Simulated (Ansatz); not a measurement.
## Elastic constant C12 of some fcc solids

Method: PBE (Ansatz, a quantum-chemistry and plane-wave program, plane waves, PAW). References are measured values at low temperature.

Values in GPa.

```tsv
solid	reference	PBE	error (%)
fcc Pd	176¶	152	-13.6
fcc Au	170¶	131	-23
fcc Pt	254	219	-13.8
fcc Al	61.9	64.6	+4.4
fcc Cu	125¶	123	-1.6
fcc Ag	97.3	81.0	-16.8
fcc Ni	151	157	+4.0
```

Over these 7 solids the mean error is -8.6 %, the mean absolute error 11.0 % (median 13.6 %), and the worst case fcc Au at -23 %; the value is too low in 5 of 7 cases.

All these references are low-temperature values that still hold zero-point motion.

Spin–orbit coupling is left out, also for the solids with elements from indium on (fcc Au, fcc Pt); its size isn't shown.

¶ marks references of a special kind: fcc Pd, 176 GPa (measured, 0 K, extrapolated to 0 K; zero-point effects included; as tabulated in Malica and Corso (2021), arXiv:2109.00459); fcc Au, 170 GPa (measured, 0 K, extrapolated to 0 K; zero-point effects included; as tabulated in Malica and Corso (2021), arXiv:2109.00459); fcc Cu, 125 GPa (measured, 0 K, extrapolated to 0 K; zero-point effects included; as tabulated in Malica and Corso (2021), arXiv:2109.00459).

Differences are worked out from the printed values.

Each level is taken at its own relaxed cell. Ansatz's density-functional and Hartree–Fock values are scalar-relativistic unless marked +SOC, with PAW data made under PBE.

Ansatz's runs of these crystals have no spin polarisation, but for fcc Ni.

Density-functional runs with spin start from parallel moments for fcc Ni.

Not in this set, of the fcc solids with a reference value in our tables and a result at some level: 3 for a reference at room or unstated temperature. These can be a level's best or worst cases. Solids without a released value at any level aren't counted. L1₀ solids are left out, as their cells have other axes than the references. Layered and molecular crystals are counted apart. The metals Ce to Yb are counted apart.

References as tabulated in Li et al. (2021), arXiv:2102.01972; Malica and Corso (2021), arXiv:2109.00459.
